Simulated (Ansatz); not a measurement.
# quartet AlC: levels of theory in one basis

```yaml
atoms:
  - { symbol: Al, position_ang: [0.0477, 0.0148, -0.9880] }
  - { symbol: C, position_ang: [0.0283, 0.0401, 0.9752] }
```

Basis set: def2-SVP (spherical functions). Frozen core: 6 orbitals. Correlation on ROHF uses semicanonical orbitals with singles. Charge 0, multiplicity 4.

Computed with Ansatz (development build ahead of 0.2.0); each method stands on the lowest determinant of its kind that the runs found.

```json
{"method": "ROHF", "E − E(ROHF) (eV)": "0.00", "<S²> of the determinant": "3.75"}
{"method": "UHF", "E − E(ROHF) (eV)": "-0.05", "<S²> of the determinant": "3.76"}
{"method": "ROHF-MP2", "E − E(ROHF) (eV)": "-2.76", "<S²> of the determinant": "–"}
{"method": "UHF-MP2", "E − E(ROHF) (eV)": "-2.77", "<S²> of the determinant": "3.76"}
{"method": "ROHF-CCSD(T)", "E − E(ROHF) (eV)": "-3.71", "<S²> of the determinant": "–"}
{"method": "UHF-CCSD(T)", "E − E(ROHF) (eV)": "-3.71", "<S²> of the determinant": "3.76"}
```

Problem. Is a single determinant a sound starting point here?

Solution. By this sign, yes. Unrestricted orbitals gain 0.05 eV and <S²> is 3.76 against 3.75 for a pure state.
